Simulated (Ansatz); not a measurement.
The input, for Ansatz 0.2.0:

```yaml
crystal:
  periodic: [false, false, false]
  atoms:
    - {symbol: Be, position_ang: [0.000000, 0.000000, 0.000000]}
    - {symbol: H, position_ang: [0.000000, 0.000000, 1.068000]}
basis:
  gaussian: {orbitals: "6-31G*"}
total_charge: 1
magnetization: {spin_polarized: true, initial_magnetization: 0}
hamiltonian: {xc: {name: PBE}, pseudopotentials: {relativity: scalar}}
correlation: {method: ccsdt, electrons: outside_noble_gas}
scf: {omitted_lower_state_checks: [cluster_reference]}
```

```sh
$ ansatz run in.yaml --threads 1 --pin off --events-out ev --progress --plain --max-ram 2393MiB
```

The program prints:

```
these checks for a lower state are left out or cut short: cluster_reference
272 factors; integrals over basis functions are off by at most 1.0e-7 eV
mean field evaluation 1: about -403.3307 eV, gradient 1.3e1 eV
mean field evaluation 2: about -403.3254 eV, gradient 1.3e1 eV
mean field evaluation 4: about -404.7476 eV, gradient 1.2e0 eV
mean field evaluation 8: about -404.7637 eV, gradient 4.2e-4 eV
mean field -404.76365416 eV, -14.8747899318 hartree, gradient 4.3e-7 eV, S^2 0.000000; 0 other end points of the search recorded, 0 dependent functions left out
1 core orbitals not correlated: weight in the atoms' cores, before any rotation towards them, 1.000 or more for the frozen orbitals, at most 0.000 for the correlated occupied ones
reference -403.28731178 eV, -14.8205353498 hartree; 1, 1 occupied and 15, 15 virtual orbitals, 272 factors
second order -0.55147242 eV of doubles, -0.01628673 eV of singles
cycle   1  -0.69862943 eV  change   -1.3e-1 eV  update   2.7e-2
cycle   2  -0.75310050 eV  change   -5.4e-2 eV  update   9.6e-3
cycle   3  -0.75416967 eV  change   -1.1e-3 eV  update   3.3e-3
cycle   4  -0.75513988 eV  change   -9.7e-4 eV  update   1.4e-3
cycle   5  -0.75524103 eV  change   -1.0e-4 eV  update   3.4e-4
cycle   6  -0.75523392 eV  change    7.1e-6 eV  update   3.9e-5
cycle   7  -0.75524233 eV  change   -8.4e-6 eV  update   4.6e-6
cycle   8  -0.75524151 eV  change    8.1e-7 eV  update   7.4e-7
cycle   9  -0.75524147 eV  change    3.9e-8 eV  update   1.7e-7
Total energy: -404.04255325 eV, -14.8482899621 hartree
Relativity: scalar
Checks for a lower state left out: cluster_reference
```

Ran on 1 thread of Intel Xeon, shared host: 0.57 s wall, 0.19 GiB peak host memory.
